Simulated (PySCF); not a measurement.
# CH3BO: electronic excitations at several levels of theory

How much do the electronic excitations of CH3BO (`CB=O`) depend on the level of theory, and what does each level cost?

Computed with PySCF 2.14.0, with density-fitted response routines of our own, on a single molecule in the gas phase. Atoms are numbered from 0 throughout.

## (1) The starting structure

6 atoms, charge 0, multiplicity 1; geometry from: GFN2-xTB.

Bonds of the start (Å): C0–B1 1.55, B1–O2 1.19, C0–H3 1.09, C0–H4 1.09, C0–H5 1.09.

## (2) Relaxing the molecule at PBE0-D3(BJ)/def2-SVP

Job settings and geometry (Å):

```
{"job": {"xc": "PBE0", "basis": "def2-SVP", "d3": "d3bj", "grid": 1, "kind": "geom"}, "charge": 0, "multiplicity": 1}
C     -0.515500     0.040200     0.010480
B      1.025450    -0.078360    -0.044080
O      2.211280    -0.168830    -0.083790
H     -0.884010    -0.121890     1.020330
H     -0.987350    -0.693640    -0.638040
H     -0.843620     1.026500    -0.308050
```

The program printed:

```text
step   0  E = -139.77719588  max force = 0.035580
step   1  E = -139.77806088  max force = 0.002962
step   2  E = -139.77806629  max force = 0.000252
optimisation converged
```

It took 2.4 s on 1 thread, shared host.

The steps of the relaxation:

```tsv
step	energy from step 0 (eV)	largest force component (eV/Å)
0	0.0000	1.8296
1	-0.0235	0.1523
2	-0.0237	0.0130
```

Close pairs (by a distance rule), those that changed most:

```tsv
bond	before (Å)	after (Å)	change (Å)
B1–O2	1.190	1.205	+0.015
C0–B1	1.546	1.533	-0.014
C0–H4	1.087	1.100	+0.013
C0–H3	1.087	1.100	+0.013
C0–H5	1.087	1.100	+0.013
```

The final coordinates are the input of the step that follows.

```tsv
at the end point	value
point group (found at 0.08 Å tolerance)	C3v
rotational constants (GHz, main isotopes)	157.2, 7.952, 7.952
dipole moment (D)	3.47
```

## (3) TDDFT and polarisability: PBE0/aug-cc-pVDZ

Job settings and geometry (Å):

```
{"job": {"kind": "uv", "xc": "PBE0", "basis": "aug-cc-pVDZ"}, "charge": 0, "multiplicity": 1}
C     -0.517151     0.040626     0.011500
B      1.010105    -0.077235    -0.044029
O      2.210859    -0.169697    -0.086939
H     -0.877359    -0.125574     1.037494
H     -0.983666    -0.706045    -0.647943
H     -0.836539     1.041904    -0.313234
```

Method: TDDFT PBE0/aug-cc-pVDZ, vertical, gas phase, core orbitals frozen in the response.

The program printed:

```text
coarse grid: 5120 points
cycle   1  E = -139.7560810742  dE =  2.395e-01  |g| = 7.887e-01  |ddm| = 5.312e+00
cycle   2  E = -139.1392941682  dE =  6.168e-01  |g| = 1.867e+00  |ddm| = 2.806e+00
cycle   3  E = -139.8854030331  dE = -7.461e-01  |g| = 1.334e-01  |ddm| = 1.935e+00
cycle   4  E = -139.8894925078  dE = -4.089e-03  |g| = 5.745e-02  |ddm| = 3.214e-01
cycle   5  E = -139.8902928681  dE = -8.004e-04  |g| = 7.807e-03  |ddm| = 1.032e-01
cycle   6  E = -139.8903070353  dE = -1.417e-05  |g| = 2.349e-03  |ddm| = 1.737e-02
cycle   7  E = -139.8903083157  dE = -1.280e-06  |g| = 3.036e-04  |ddm| = 3.311e-03
final grid: 49744 points
cycle   8  E = -139.8950438057  dE =  1.420e-06  |g| = 1.104e-02  |ddm| = 5.516e-02
cycle   9  E = -139.8949626219  dE =  8.118e-05  |g| = 2.303e-02  |ddm| = 3.840e-02
cycle  10  E = -139.8950690646  dE = -1.064e-04  |g| = 1.509e-03  |ddm| = 2.524e-02
cycle  11  E = -139.8950696033  dE = -5.387e-07  |g| = 8.696e-05  |ddm| = 2.578e-03
cycle  12  E = -139.8950696051  dE = -1.777e-09  |g| = 3.046e-05  |ddm| = 2.103e-04
cycle  13  E = -139.8950696053  dE = -2.215e-10  |g| = 8.476e-06  |ddm| = 5.584e-05
converged SCF energy = -139.8950696053

Static polarisability (au): isotropic 28.599, principal 24.635 24.635 36.527

Singlet excitations
state   eV       nm        f      main configurations
  1   8.2422    150.4   0.00002   H-1->L+3 0.24, H->L+4 0.24, H-1->L+2 0.17
  2   8.2630    150.0   0.01032   H->L 0.89
  3   8.2631    150.0   0.01031   H-1->L 0.89
  4   8.4905    146.0   0.00015   H-1->L+4 0.26, H->L+3 0.25, H->L+2 0.17
  5   8.4905    146.0   0.00014   H->L+4 0.25, H-1->L+3 0.25, H-1->L+2 0.17
  6   9.5512    129.8   0.00237   H->L+1 0.23, H-1->L+2 0.23, H-1->L+3 0.17
  7   9.5512    129.8   0.00235   H->L+2 0.24, H-1->L+1 0.23, H->L+3 0.17
  8   9.5585    129.7   0.03424   H->L+2 0.34, H-1->L+1 0.34, H-1->L+4 0.11
  9   9.5792    129.4   0.00000   H-1->L+2 0.32, H->L+1 0.32, H-1->L+3 0.14
 10   9.6039    129.1   0.04703   H->L+5 0.95

Triplet excitations (Tamm-Dancoff, eV): 7.0785 7.5698 7.5699 8.0753
```

It took 3.4 s on 1 thread, shared host.

The orbitals next to the gap, with their largest atomic shares:

```tsv
orbital	eV	atoms
HOMO−3	-12.45	C0 44 %, O2 27 %, B1 16 %
HOMO−2	-11.30	O2 66 %, C0 17 %, B1 12 %
HOMO−1	-9.75	O2 72 %, B1 21 %, C0 5 %
HOMO	-9.75	O2 72 %, B1 21 %, C0 5 %
LUMO	-0.38	H3 25 %, H5 25 %, H4 25 %
LUMO+1	0.67	B1 59 %, C0 20 %, H5 8 %
LUMO+2	0.67	B1 59 %, C0 20 %, H3 8 %
```

With each of the 10 states as a Gaussian band of 0.4 eV half-width at 1/e, the curve within the window shown has maxima at 150 nm (ε 840), 129 nm (ε 3,500) L/(mol cm). Beyond the last state computed it falls off for lack of states. The curve at chosen wavelengths:

```json
{"nm": "125", "ε (L/mol/cm)": "1831"}
{"nm": "126", "ε (L/mol/cm)": "2409"}
{"nm": "128", "ε (L/mol/cm)": "3303"}
{"nm": "129", "ε (L/mol/cm)": "3466"}
{"nm": "131", "ε (L/mol/cm)": "3114"}
{"nm": "132", "ε (L/mol/cm)": "2684"}
{"nm": "134", "ε (L/mol/cm)": "1672"}
{"nm": "135", "ε (L/mol/cm)": "1217"}
{"nm": "137", "ε (L/mol/cm)": "569"}
{"nm": "138", "ε (L/mol/cm)": "381"}
{"nm": "140", "ε (L/mol/cm)": "224"}
{"nm": "141", "ε (L/mol/cm)": "227"}
{"nm": "143", "ε (L/mol/cm)": "341"}
{"nm": "144", "ε (L/mol/cm)": "433"}
{"nm": "146", "ε (L/mol/cm)": "635"}
{"nm": "147", "ε (L/mol/cm)": "724"}
{"nm": "149", "ε (L/mol/cm)": "834"}
{"nm": "150", "ε (L/mol/cm)": "844"}
{"nm": "152", "ε (L/mol/cm)": "774"}
{"nm": "153", "ε (L/mol/cm)": "703"}
{"nm": "155", "ε (L/mol/cm)": "526"}
{"nm": "156", "ε (L/mol/cm)": "434"}
{"nm": "158", "ε (L/mol/cm)": "271"}
{"nm": "159", "ε (L/mol/cm)": "205"}
{"nm": "161", "ε (L/mol/cm)": "109"}
{"nm": "162", "ε (L/mol/cm)": "77"}
```

Ground-state properties from the same run:

```tsv
property	computed
dipole moment (D)	3.74
polarisability (Å³)	4.24
HOMO–LUMO gap (eV)	9.36
−ε(HOMO) (eV)	9.75
```

## (4) TDDFT and polarisability: PBE0/aug-cc-pVTZ

Same as in step 3 but for these lines:

```diff
@@ -1,2 +1,2 @@
-{"job": {"kind": "uv", "xc": "PBE0", "basis": "aug-cc-pVDZ"}, "charge": 0, "multiplicity": 1}
+{"job": {"kind": "uv", "xc": "PBE0", "basis": "aug-cc-pVTZ"}, "charge": 0, "multiplicity": 1}
 C     -0.517151     0.040626     0.011500
```

Level: TDDFT PBE0/aug-cc-pVTZ, vertical, gas phase, core orbitals frozen in the response.

The program printed:

```text
coarse grid: 5120 points
cycle   1  E = -139.7950166932  dE =  2.285e-01  |g| = 8.330e-01  |ddm| = 5.247e+00
cycle   2  E = -139.1498612405  dE =  6.452e-01  |g| = 1.943e+00  |ddm| = 3.096e+00
cycle   3  E = -139.9297586051  dE = -7.799e-01  |g| = 1.513e-01  |ddm| = 2.097e+00
cycle   4  E = -139.9347563203  dE = -4.998e-03  |g| = 6.576e-02  |ddm| = 3.379e-01
cycle   5  E = -139.9357349214  dE = -9.786e-04  |g| = 9.789e-03  |ddm| = 1.093e-01
cycle   6  E = -139.9357553608  dE = -2.044e-05  |g| = 2.878e-03  |ddm| = 1.730e-02
cycle   7  E = -139.9357572240  dE = -1.863e-06  |g| = 3.014e-04  |ddm| = 5.108e-03
final grid: 49744 points
cycle   8  E = -139.9306495348  dE = -2.598e-05  |g| = 1.182e-02  |ddm| = 1.795e-01
cycle   9  E = -139.9305653499  dE =  8.418e-05  |g| = 2.432e-02  |ddm| = 4.028e-02
cycle  10  E = -139.9306751386  dE = -1.098e-04  |g| = 1.602e-03  |ddm| = 2.763e-02
cycle  11  E = -139.9306756746  dE = -5.360e-07  |g| = 1.760e-04  |ddm| = 2.603e-03
cycle  12  E = -139.9306756827  dE = -8.089e-09  |g| = 4.171e-05  |ddm| = 3.326e-04
cycle  13  E = -139.9306756830  dE = -3.492e-10  |g| = 6.881e-06  |ddm| = 6.743e-05
converged SCF energy = -139.9306756830

Static polarisability (au): isotropic 28.807, principal 24.933 24.933 36.554

Singlet excitations
state   eV       nm        f      main configurations
  1   8.2274    150.7   0.00038   H-1->L+3 0.38, H->L+4 0.37
  2   8.2319    150.6   0.01048   H->L 0.68, H-1->L 0.27
  3   8.2320    150.6   0.01011   H-1->L 0.65, H->L 0.26
  4   8.4508    146.7   0.00015   H-1->L+4 0.29, H->L+3 0.29, H->L+4 0.13
  5   8.4508    146.7   0.00014   H-1->L+3 0.29, H->L+4 0.29, H-1->L+4 0.13
  6   9.4764    130.8   0.00133   H->L+1 0.44, H-1->L+2 0.43
  7   9.4765    130.8   0.00131   H-1->L+1 0.44, H->L+2 0.43
  8   9.4818    130.8   0.02987   H->L+2 0.45, H-1->L+1 0.44
  9   9.5023    130.5   0.00000   H-1->L+2 0.45, H->L+1 0.44
 10   9.5246    130.2   0.04280   H->L+5 0.94

Triplet excitations (Tamm-Dancoff, eV): 7.0769 7.5523 7.5524 8.0521
```

It took 9.4 s on 1 thread, shared host.

This run: HOMO -9.73 eV, LUMO -0.41 eV; lowest singlet 8.23 eV.

## (5) Ultraviolet spectrum: PBE0/def2-TZVPD

Same as in step 4 but for these lines:

```diff
@@ -1,2 +1,2 @@
-{"job": {"kind": "uv", "xc": "PBE0", "basis": "aug-cc-pVTZ"}, "charge": 0, "multiplicity": 1}
+{"job": {"kind": "uv", "xc": "PBE0", "basis": "def2-TZVPD"}, "charge": 0, "multiplicity": 1}
 C     -0.517151     0.040626     0.011500
```

Method: TDDFT PBE0/def2-TZVPD, vertical, gas phase, core orbitals frozen in the response.

The program printed:

```text
coarse grid: 5120 points
cycle   1  E = -139.7950012113  dE =  2.301e-01  |g| = 8.362e-01  |ddm| = 2.236e+00
cycle   2  E = -139.1379617093  dE =  6.570e-01  |g| = 1.955e+00  |ddm| = 1.521e+00
cycle   3  E = -139.9311818388  dE = -7.932e-01  |g| = 1.515e-01  |ddm| = 9.846e-01
cycle   4  E = -139.9361955044  dE = -5.014e-03  |g| = 6.638e-02  |ddm| = 1.544e-01
cycle   5  E = -139.9372022109  dE = -1.007e-03  |g| = 9.628e-03  |ddm| = 4.967e-02
cycle   6  E = -139.9372220765  dE = -1.987e-05  |g| = 2.858e-03  |ddm| = 1.055e-02
cycle   7  E = -139.9372239227  dE = -1.846e-06  |g| = 2.987e-04  |ddm| = 3.171e-03
final grid: 49744 points
cycle   8  E = -139.9339901510  dE = -1.730e-05  |g| = 1.151e-02  |ddm| = 1.179e-01
cycle   9  E = -139.9339087838  dE =  8.137e-05  |g| = 2.379e-02  |ddm| = 1.788e-02
cycle  10  E = -139.9340145983  dE = -1.058e-04  |g| = 1.511e-03  |ddm| = 1.230e-02
cycle  11  E = -139.9340150789  dE = -4.805e-07  |g| = 1.833e-04  |ddm| = 1.066e-03
cycle  12  E = -139.9340150876  dE = -8.692e-09  |g| = 3.636e-05  |ddm| = 1.945e-04
cycle  13  E = -139.9340150878  dE = -2.620e-10  |g| = 5.851e-06  |ddm| = 3.653e-05
converged SCF energy = -139.9340150878

Static polarisability (au): isotropic 28.766, principal 24.913 24.914 36.470

Singlet excitations
state   eV       nm        f      main configurations
  1   8.2388    150.5   0.00000   H-1->L+1 0.37, H->L+2 0.37, H->L+1 0.12
  2   8.3115    149.2   0.01441   H-1->L 0.60, H->L 0.37
  3   8.3116    149.2   0.01438   H->L 0.60, H-1->L 0.37
  4   8.4688    146.4   0.00012   H->L+1 0.40, H-1->L+2 0.40, H->L+2 0.09
  5   8.4689    146.4   0.00010   H-1->L+1 0.40, H->L+2 0.40, H-1->L+2 0.09
  6   9.7888    126.7   0.03172   H-2->L 0.93
  7   9.8915    125.3   0.05140   H->L+3 0.95
  8   9.8916    125.3   0.05140   H-1->L+3 0.95
  9  10.0483    123.4   0.00057   H-2->L+1 0.76, H-2->L+2 0.20
 10  10.0483    123.4   0.00057   H-2->L+2 0.76, H-2->L+1 0.20

Triplet excitations (Tamm-Dancoff, eV): 7.0777 7.5568 7.5569 8.1086
```

Wall time 5.5 s (1 thread, shared host).

In short: HOMO -9.73 eV, LUMO -0.23 eV; lowest singlet 8.24 eV.

## (6) TDDFT and polarisability: PBE0/6-31+G*

Same as in step 5 but for these lines:

```diff
@@ -1,2 +1,2 @@
-{"job": {"kind": "uv", "xc": "PBE0", "basis": "def2-TZVPD"}, "charge": 0, "multiplicity": 1}
+{"job": {"kind": "uv", "xc": "PBE0", "basis": "6-31+G*"}, "charge": 0, "multiplicity": 1}
 C     -0.517151     0.040626     0.011500
```

With the program's defaults for keys left out, this is: TDDFT PBE0/6-31+G*, vertical, gas phase, core orbitals frozen in the response.

The program printed:

```text
coarse grid: 5120 points
cycle   1  E = -139.7703685157  dE =  2.343e-01  |g| = 7.837e-01  |ddm| = 2.125e+00
cycle   2  E = -139.1679698694  dE =  6.024e-01  |g| = 1.848e+00  |ddm| = 1.594e+00
cycle   3  E = -139.8994112776  dE = -7.314e-01  |g| = 1.324e-01  |ddm| = 1.170e+00
cycle   4  E = -139.9034674321  dE = -4.056e-03  |g| = 5.601e-02  |ddm| = 1.409e-01
cycle   5  E = -139.9042324380  dE = -7.650e-04  |g| = 7.735e-03  |ddm| = 3.957e-02
cycle   6  E = -139.9042464506  dE = -1.401e-05  |g| = 2.253e-03  |ddm| = 7.519e-03
cycle   7  E = -139.9042475920  dE = -1.141e-06  |g| = 2.877e-04  |ddm| = 1.651e-03
final grid: 49744 points
cycle   8  E = -139.8810180564  dE =  9.682e-07  |g| = 1.095e-02  |ddm| = 1.664e-02
cycle   9  E = -139.8809385210  dE =  7.954e-05  |g| = 2.278e-02  |ddm| = 1.926e-02
cycle  10  E = -139.8810431756  dE = -1.047e-04  |g| = 1.484e-03  |ddm| = 1.312e-02
cycle  11  E = -139.8810437033  dE = -5.278e-07  |g| = 7.214e-05  |ddm| = 1.017e-03
cycle  12  E = -139.8810437045  dE = -1.196e-09  |g| = 2.647e-05  |ddm| = 9.854e-05
cycle  13  E = -139.8810437047  dE = -1.676e-10  |g| = 7.344e-06  |ddm| = 2.669e-05
converged SCF energy = -139.8810437047

Static polarisability (au): isotropic 25.072, principal 20.493 20.493 34.229

Singlet excitations
state   eV       nm        f      main configurations
  1   8.3035    149.3   0.01576   H-1->L 0.96
  2   8.3035    149.3   0.01578   H->L 0.96
  3   8.3193    149.0   0.00006   H->L+1 0.28, H-1->L+2 0.28, H->L+2 0.12
  4   8.5720    144.6   0.00037   H-1->L+1 0.25, H->L+2 0.25, H->L+1 0.17
  5   8.5720    144.6   0.00035   H-1->L+2 0.25, H->L+1 0.25, H-1->L+1 0.17
  6   9.7477    127.2   0.04047   H-2->L 0.78
  7   9.7889    126.7   0.05500   H->L+3 0.93
  8   9.7890    126.7   0.05500   H-1->L+3 0.93
  9   9.9764    124.3   0.00143   H->L+4 0.30, H-1->L+5 0.29, H-1->L+4 0.12
 10   9.9765    124.3   0.00144   H->L+5 0.30, H-1->L+4 0.29, H->L+4 0.12

Triplet excitations (Tamm-Dancoff, eV): 7.1210 7.6306 7.6306 8.1055
```

Run time: 2.1 s. Hardware: 1 thread, shared host.

Key values: HOMO -9.73 eV, LUMO -0.27 eV; lowest singlet 8.30 eV.

## (7) Run by run: electronic excitations

Excitations and ground-state properties, with basis size and wall time:

```tsv
run	lowest singlet (eV)	brightest (eV)	f	gap (eV)	α (Å³)	μ (D)	functions	time
PBE0/aug-cc-pVDZ	8.24	9.60	0.047	9.36	4.24	3.74	96	3.4 s
PBE0/aug-cc-pVTZ	8.23	9.52	0.043	9.32	4.27	3.77	207	9.4 s
PBE0/def2-TZVPD	8.24	9.89	0.051	9.50	4.26	3.76	141	5.5 s
PBE0/6-31+G*	8.30	9.79	0.055	9.46	3.72	3.76	60	2.1 s
```

## (8) What came out

| quantity | value |
| --- | --- |
| point group | C3v |
| rotational constants (main isotopes) | 157.24, 7.95, 7.95 GHz |
| lowest singlet (PBE0/aug-cc-pVDZ) | 8.24 eV (150 nm), f = 0.000 |
| brightest single state of those computed | state 10, 9.60 eV, f = 0.047 |
| lowest triplet | 7.08 eV |
| range of the lowest singlet | 8.23 to 8.30 eV |

What this shows: Single values in the summary come from the first run of each kind that ended normally (PBE0/aug-cc-pVDZ), which need not be the best level. Over 2 steps the energy fell by 0.024 eV; of the close pairs, B1–O2 changed most, 1.190 to 1.205 Å. No frequency check was run at this level, so the end point may be a saddle. The lowest singlet, at 8.24 eV, is HOMO−1→LUMO+3 0.24, HOMO→LUMO+4 0.24 and is dark; of the 10 states computed, the strongest absorption comes from states 8 to 10 together at 9.60 eV (the last computed, so partners may be missing). The lowest triplet lies 1.16 eV below the lowest singlet (triplets in Tamm-Dancoff, singlets in full TDDFT). The lowest singlet runs from 8.23 eV (PBE0/aug-cc-pVTZ) to 8.30 eV (PBE0/6-31+G*), while the orbital gap spans 9.32 to 9.50 eV. The lowest state need not be the same one in every run.
